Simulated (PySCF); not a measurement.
# CHF3S: NMR shifts at several levels of theory, part 2 of 2

PySCF 2.14.0. Atoms count from 0. The steps go on from the part before.

### Step 10. NMR shieldings: KT3/pcSseg-2

Job settings and geometry (Å):

```
{"job": {"kind": "nmr", "xc": "KT3", "basis": "pcSseg-2", "pop": false}, "charge": 0, "multiplicity": 1}
F     -1.145712     0.201981     0.852479
C     -0.370348     0.073873    -0.220161
F     -0.052332     1.300594    -0.620425
F     -1.074047    -0.511804    -1.180036
S      1.090957    -0.945985     0.103025
H      1.551482    -0.118661     1.065118
```

With the program's defaults for keys left out, this is: GIAO KT3/pcSseg-2 NMR shielding, non-relativistic, gas phase.

Log:

```text
coarse grid: 6592 points
cycle   1  E = -743.3236205800  dE =  8.322e-01  |g| = 1.096e+00  |ddm| = 1.715e+00
cycle   2  E = -742.8570493548  dE =  4.666e-01  |g| = 2.072e+00  |ddm| = 1.207e+00
cycle   3  E = -743.5002305410  dE = -6.432e-01  |g| = 1.131e-01  |ddm| = 8.355e-01
cycle   4  E = -743.5024249510  dE = -2.194e-03  |g| = 5.767e-02  |ddm| = 1.461e-01
cycle   5  E = -743.5031923384  dE = -7.674e-04  |g| = 1.392e-02  |ddm| = 5.739e-02
cycle   6  E = -743.5032392948  dE = -4.696e-05  |g| = 3.358e-03  |ddm| = 1.384e-02
cycle   7  E = -743.5032412921  dE = -1.997e-06  |g| = 1.387e-03  |ddm| = 3.435e-03
final grid: 63144 points
cycle   8  E = -743.5167029126  dE = -3.186e-04  |g| = 3.064e-02  |ddm| = 6.669e-02
cycle   9  E = -743.5164567301  dE =  2.462e-04  |g| = 5.057e-02  |ddm| = 2.879e-02
cycle  10  E = -743.5168234763  dE = -3.667e-04  |g| = 3.022e-03  |ddm| = 1.944e-02
cycle  11  E = -743.5168246849  dE = -1.209e-06  |g| = 1.255e-03  |ddm| = 2.487e-03
cycle  12  E = -743.5168250592  dE = -3.743e-07  |g| = 2.505e-04  |ddm| = 1.174e-03
cycle  13  E = -743.5168250731  dE = -1.390e-08  |g| = 7.130e-05  |ddm| = 2.831e-04
cycle  14  E = -743.5168250745  dE = -1.403e-09  |g| = 2.166e-05  |ddm| = 8.435e-05
cycle  15  E = -743.5168250746  dE = -1.047e-10  |g| = 5.615e-06  |ddm| = 1.707e-05
converged SCF energy = -743.5168250746

GIAO shielding tensors (ppm)
atom      isotropic    diamagn.    paramagn.     s11        s22        s33       span
  0 F      193.831     471.522    -277.691    122.008    153.764    305.720    183.712
  1 C       39.950     240.075    -200.124     23.058     47.359     49.434     26.376
  2 F      194.024     471.515    -277.492    122.405    154.326    305.340    182.935
  3 F      217.840     469.211    -251.371    142.426    196.173    314.922    172.497
  4 S      473.008    1057.087    -584.079    202.474    440.243    776.306    573.832
  5 H       28.102      30.433      -2.330     22.733     26.466     35.108     12.375
```

Run time: 17 s. Hardware: 1 thread of Intel Xeon 6975P-C, shared host; peak memory 0.62 GiB.

This run: δ C1 141.4, F0 -55.0, S4 53, H5 3.25 ppm (means over like atoms).

### Step 11. Nuclear shieldings: B97-D/pcSseg-2

The job, as its differences from that of step 10:

```diff
@@ -1,2 +1,2 @@
-{"job": {"kind": "nmr", "xc": "KT3", "basis": "pcSseg-2", "pop": false}, "charge": 0, "multiplicity": 1}
+{"job": {"kind": "nmr", "xc": "B97-D", "basis": "pcSseg-2", "pop": false}, "charge": 0, "multiplicity": 1}
 F     -1.145712     0.201981     0.852479
```

Level: GIAO B97-D/pcSseg-2 NMR shielding, non-relativistic, gas phase.

Log:

```text
coarse grid: 6592 points
cycle   1  E = -736.2865821486  dE =  8.020e-01  |g| = 1.005e+00  |ddm| = 1.741e+00
cycle   2  E = -735.8607145901  dE =  4.259e-01  |g| = 1.970e+00  |ddm| = 1.119e+00
cycle   3  E = -736.4381750706  dE = -5.775e-01  |g| = 9.648e-02  |ddm| = 7.686e-01
cycle   4  E = -736.4397381848  dE = -1.563e-03  |g| = 5.501e-02  |ddm| = 1.297e-01
cycle   5  E = -736.4404278311  dE = -6.896e-04  |g| = 1.109e-02  |ddm| = 4.976e-02
cycle   6  E = -736.4404524860  dE = -2.465e-05  |g| = 4.060e-03  |ddm| = 1.101e-02
cycle   7  E = -736.4404553855  dE = -2.899e-06  |g| = 1.341e-03  |ddm| = 3.420e-03
final grid: 63144 points
cycle   8  E = -736.4316472598  dE = -8.041e-05  |g| = 2.372e-02  |ddm| = 3.477e-02
cycle   9  E = -736.4314938485  dE =  1.534e-04  |g| = 3.988e-02  |ddm| = 2.174e-02
cycle  10  E = -736.4317172577  dE = -2.234e-04  |g| = 2.999e-03  |ddm| = 1.462e-02
cycle  11  E = -736.4317186925  dE = -1.435e-06  |g| = 7.935e-04  |ddm| = 2.338e-03
cycle  12  E = -736.4317188383  dE = -1.458e-07  |g| = 1.725e-04  |ddm| = 7.167e-04
cycle  13  E = -736.4317188447  dE = -6.411e-09  |g| = 4.539e-05  |ddm| = 1.734e-04
cycle  14  E = -736.4317188452  dE = -4.429e-10  |g| = 1.737e-05  |ddm| = 4.406e-05
converged SCF energy = -736.4317188452

GIAO shielding tensors (ppm)
atom      isotropic    diamagn.    paramagn.     s11        s22        s33       span
  0 F      197.391     471.114    -273.722    126.945    162.253    302.976    176.031
  1 C       33.695     239.476    -205.781     16.049     41.185     43.850     27.801
  2 F      197.579     471.109    -273.530    127.332    162.805    302.599    175.267
  3 F      220.981     468.933    -247.952    147.391    203.590    311.962    164.571
  4 S      435.155    1056.114    -620.959    147.222    401.052    757.191    609.970
  5 H       28.079      30.259      -2.180     22.780     26.522     34.936     12.156
```

It took 16 s on 1 thread of Intel Xeon 6975P-C, shared host; peak memory 0.62 GiB.

In short: δ C1 145.3, F0 -51.1, S4 68, H5 3.32 ppm (means over like atoms).

### Step 12. NMR shieldings: B3LYP/pcSseg-2

The job, as its differences from that of step 11:

```diff
@@ -1,2 +1,2 @@
-{"job": {"kind": "nmr", "xc": "B97-D", "basis": "pcSseg-2", "pop": false}, "charge": 0, "multiplicity": 1}
+{"job": {"kind": "nmr", "xc": "B3LYP", "basis": "pcSseg-2", "pop": false}, "charge": 0, "multiplicity": 1}
 F     -1.145712     0.201981     0.852479
```

With the program's defaults for keys left out, this is: GIAO B3LYP/pcSseg-2 NMR shielding, non-relativistic, gas phase.

Log:

```text
coarse grid: 6592 points
cycle   1  E = -736.4720096459  dE =  8.226e-01  |g| = 9.492e-01  |ddm| = 1.713e+00
cycle   2  E = -736.2391055977  dE =  2.329e-01  |g| = 1.589e+00  |ddm| = 9.620e-01
cycle   3  E = -736.6166532311  dE = -3.775e-01  |g| = 4.843e-02  |ddm| = 6.093e-01
cycle   4  E = -736.6169814301  dE = -3.282e-04  |g| = 3.278e-02  |ddm| = 6.745e-02
cycle   5  E = -736.6172286396  dE = -2.472e-04  |g| = 4.304e-03  |ddm| = 2.824e-02
cycle   6  E = -736.6172302850  dE = -1.645e-06  |g| = 2.033e-03  |ddm| = 2.117e-03
final grid: 63144 points
cycle   7  E = -736.6133596008  dE = -4.737e-05  |g| = 5.037e-03  |ddm| = 1.707e-02
cycle   8  E = -736.6133547118  dE =  4.889e-06  |g| = 7.751e-03  |ddm| = 4.524e-03
cycle   9  E = -736.6133631260  dE = -8.414e-06  |g| = 3.454e-04  |ddm| = 2.765e-03
cycle  10  E = -736.6133631408  dE = -1.482e-08  |g| = 1.930e-04  |ddm| = 3.136e-04
cycle  11  E = -736.6133631461  dE = -5.241e-09  |g| = 5.411e-05  |ddm| = 9.902e-05
cycle  12  E = -736.6133631465  dE = -4.317e-10  |g| = 7.782e-06  |ddm| = 2.902e-05
converged SCF energy = -736.6133631465

GIAO shielding tensors (ppm)
atom      isotropic    diamagn.    paramagn.     s11        s22        s33       span
  0 F      204.616     470.435    -265.819    130.384    170.982    312.482    182.098
  1 C       33.592     237.767    -204.175     15.085     40.176     45.515     30.430
  2 F      204.804     470.429    -265.626    130.788    171.524    312.100    181.312
  3 F      227.592     468.326    -240.735    149.356    212.423    320.996    171.640
  4 S      421.127    1054.950    -633.823    109.890    393.016    760.474    650.584
  5 H       27.972      30.076      -2.105     22.688     26.293     34.934     12.246
```

It took 11 s on 1 thread of Intel Xeon 6975P-C, shared host; peak memory 0.76 GiB.

In short: δ C1 145.6, F0 -42.6, S4 71, H5 3.42 ppm (means over like atoms).

### Step 13. Nuclear shieldings: PBE0/pcSseg-2

The job, as its differences from that of step 12:

```diff
@@ -1,2 +1,2 @@
-{"job": {"kind": "nmr", "xc": "B3LYP", "basis": "pcSseg-2", "pop": false}, "charge": 0, "multiplicity": 1}
+{"job": {"kind": "nmr", "xc": "PBE0", "basis": "pcSseg-2", "pop": false}, "charge": 0, "multiplicity": 1}
 F     -1.145712     0.201981     0.852479
```

With the program's defaults for keys left out, this is: GIAO PBE0/pcSseg-2 NMR shielding, non-relativistic, gas phase.

Log:

```text
coarse grid: 6592 points
cycle   1  E = -735.9927826355  dE =  8.260e-01  |g| = 9.033e-01  |ddm| = 1.723e+00
cycle   2  E = -735.8246081783  dE =  1.682e-01  |g| = 1.413e+00  |ddm| = 8.873e-01
cycle   3  E = -736.1278868427  dE = -3.033e-01  |g| = 4.350e-02  |ddm| = 5.470e-01
cycle   4  E = -736.1281776005  dE = -2.908e-04  |g| = 2.665e-02  |ddm| = 5.485e-02
cycle   5  E = -736.1283393064  dE = -1.617e-04  |g| = 3.896e-03  |ddm| = 2.282e-02
cycle   6  E = -736.1283408268  dE = -1.520e-06  |g| = 1.578e-03  |ddm| = 1.951e-03
final grid: 63144 points
cycle   7  E = -736.1309916238  dE = -6.482e-05  |g| = 6.209e-03  |ddm| = 2.212e-02
cycle   8  E = -736.1309872478  dE =  4.376e-06  |g| = 7.989e-03  |ddm| = 8.187e-03
cycle   9  E = -736.1309986021  dE = -1.135e-05  |g| = 8.305e-04  |ddm| = 4.462e-03
cycle  10  E = -736.1309987058  dE = -1.037e-07  |g| = 2.317e-04  |ddm| = 6.047e-04
cycle  11  E = -736.1309987133  dE = -7.525e-09  |g| = 7.628e-05  |ddm| = 1.539e-04
cycle  12  E = -736.1309987144  dE = -1.095e-09  |g| = 1.229e-05  |ddm| = 5.187e-05
cycle  13  E = -736.1309987145  dE = -2.660e-11  |g| = 5.250e-06  |ddm| = 1.009e-05
converged SCF energy = -736.1309987145

GIAO shielding tensors (ppm)
atom      isotropic    diamagn.    paramagn.     s11        s22        s33       span
  0 F      208.777     469.553    -260.775    135.760    176.150    314.422    178.662
  1 C       41.135     238.996    -197.861     23.933     47.480     51.993     28.060
  2 F      208.966     469.548    -260.581    136.157    176.698    314.044    177.886
  3 F      230.823     467.450    -236.627    153.760    216.179    322.531    168.772
  4 S      457.267    1054.911    -597.644    162.802    427.116    781.884    619.082
  5 H       27.806      29.920      -2.114     22.385     26.006     35.026     12.641
```

Wall time 11 s (1 thread of Intel Xeon 6975P-C, shared host); peak memory 0.76 GiB.

This run: δ C1 143.0, F0 -40.4, S4 46, H5 3.44 ppm (means over like atoms).

### Step 14. NMR shieldings: mPW1PW91/pcSseg-2

The job, as its differences from that of step 13:

```diff
@@ -1,2 +1,2 @@
-{"job": {"kind": "nmr", "xc": "PBE0", "basis": "pcSseg-2", "pop": false}, "charge": 0, "multiplicity": 1}
+{"job": {"kind": "nmr", "xc": "mPW1PW91", "basis": "pcSseg-2", "pop": false}, "charge": 0, "multiplicity": 1}
 F     -1.145712     0.201981     0.852479
```

Method: GIAO mPW1PW91/pcSseg-2 NMR shielding, non-relativistic, gas phase.

Log:

```text
coarse grid: 6592 points
cycle   1  E = -736.3921125778  dE =  8.284e-01  |g| = 9.242e-01  |ddm| = 1.723e+00
cycle   2  E = -736.2173497489  dE =  1.748e-01  |g| = 1.444e+00  |ddm| = 9.005e-01
cycle   3  E = -736.5323301347  dE = -3.150e-01  |g| = 4.418e-02  |ddm| = 5.561e-01
cycle   4  E = -736.5326327469  dE = -3.026e-04  |g| = 2.757e-02  |ddm| = 5.671e-02
cycle   5  E = -736.5328062998  dE = -1.736e-04  |g| = 3.767e-03  |ddm| = 2.345e-02
cycle   6  E = -736.5328076998  dE = -1.400e-06  |g| = 1.597e-03  |ddm| = 1.912e-03
final grid: 63144 points
cycle   7  E = -736.5330350691  dE = -5.577e-05  |g| = 4.803e-03  |ddm| = 2.000e-02
cycle   8  E = -736.5330326864  dE =  2.383e-06  |g| = 6.075e-03  |ddm| = 5.984e-03
cycle   9  E = -736.5330388724  dE = -6.186e-06  |g| = 6.854e-04  |ddm| = 3.257e-03
cycle  10  E = -736.5330389404  dE = -6.803e-08  |g| = 1.811e-04  |ddm| = 4.744e-04
cycle  11  E = -736.5330389451  dE = -4.754e-09  |g| = 6.024e-05  |ddm| = 1.332e-04
cycle  12  E = -736.5330389459  dE = -7.132e-10  |g| = 9.094e-06  |ddm| = 4.080e-05
converged SCF energy = -736.5330389459

GIAO shielding tensors (ppm)
atom      isotropic    diamagn.    paramagn.     s11        s22        s33       span
  0 F      209.919     469.648    -259.729    136.824    177.601    315.333    178.509
  1 C       40.331     239.069    -198.738     22.942     46.625     51.426     28.484
  2 F      210.110     469.643    -259.534    137.224    178.150    314.955    177.732
  3 F      231.796     467.568    -235.772    154.684    217.398    323.305    168.621
  4 S      450.998    1055.098    -604.100    153.489    422.228    777.278    623.789
  5 H       27.868      29.942      -2.073     22.452     26.090     35.063     12.610
```

Wall time 12 s (1 thread of Intel Xeon 6975P-C, shared host); peak memory 0.75 GiB.

This run: δ C1 143.2, F0 -40.1, S4 48, H5 3.42 ppm (means over like atoms).

### Step 15. Comparing the runs: NMR shifts

Shifts (ppm), means over like atoms, with basis size and wall time (the measured row can stand on another reference than the computed rows):

| run | C1 | H5 | F0 | S4 | functions | time |
| --- | --- | --- | --- | --- | --- | --- |
| HF/pcSseg-2 | 122.8 | 3.62 | -20.4 | 46 | 201 | 6.2 s |
| LDA/pcSseg-2 | 153.0 | 3.60 | -51.2 | 57 | 201 | 14 s |
| PBE/pcSseg-2 | 148.9 | 3.34 | -51.9 | 56 | 201 | 14 s |
| BLYP/pcSseg-2 | 150.4 | 3.32 | -52.3 | 81 | 201 | 16 s |
| BP86/pcSseg-2 | 148.7 | 3.33 | -52.4 | 61 | 201 | 15 s |
| OPBE/pcSseg-2 | 142.6 | 3.26 | -49.9 | 31 | 201 | 15 s |
| KT2/pcSseg-2 | 143.2 | 3.35 | -58.2 | 53 | 201 | 16 s |
| KT3/pcSseg-2 | 141.4 | 3.25 | -55.0 | 53 | 201 | 17 s |
| B97-D/pcSseg-2 | 145.3 | 3.32 | -51.1 | 68 | 201 | 16 s |
| B3LYP/pcSseg-2 | 145.6 | 3.42 | -42.6 | 71 | 201 | 11 s |
| PBE0/pcSseg-2 | 143.0 | 3.44 | -40.4 | 46 | 201 | 11 s |
| mPW1PW91/pcSseg-2 | 143.2 | 3.42 | -40.1 | 48 | 201 | 12 s |
| measured | – | – | -32.0 | – | – | – |

Measured: Wikipedia, Fluorine-19 nuclear magnetic resonance spectroscopy.

### Step 16. Results

The summary covers parts 1 to 2.

| quantity | value |
| --- | --- |
| point group | Cs |
| rotational constants (main isotopes) | 5.65, 3.28, 3.22 GHz |
| ¹³C shifts against TMS (HF/pcSseg-2) | 122.8 ppm |
| ¹H shifts against TMS (HF/pcSseg-2) | 3.62 ppm |
| ¹⁹F shifts against CFCl3 (HF/pcSseg-2, means over atoms taken as alike) | -20.4 ppm |
| ³³S shifts against CS2 (HF/pcSseg-2) | 46 ppm |
| measured, and computed on the same scale | F0 δ -32.0, -20.4 ppm |
| range of the shift of S4 | 31 to 81 ppm |

What this shows: Single values in the summary come from the first run of each kind that ended normally (HF/pcSseg-2), which need not be the best level. Relaxing lowered the energy by 0.068 eV in 7 steps; the close pair that moved most is C1–S4, from 1.781 to 1.811 Å. At HF/pcSseg-2: Shielding is most anisotropic at S4 (span 650 ppm, paramagnetic term -577 ppm). The one measured ¹⁹F shift is missed by +11.6 ppm (computed less measured, unscaled). Vibration, temperature and solvent are missing from the calculation, so part of the miss against the measured shifts is not the functional's. In ppm, S4 moves most: its shift spreads over 50 ppm, from 31 (OPBE/pcSseg-2) to 81 (BLYP/pcSseg-2). For the one measured ¹⁹F shift, mPW1PW91/pcSseg-2 misses least (8.1 ppm, 12 s) and KT2/pcSseg-2 most (26.2 ppm, 16 s); the quickest, HF/pcSseg-2, misses by 11.6 ppm in 6.2 s. One molecule ranks no method: errors cancel, and vibration and temperature are missing from all runs.
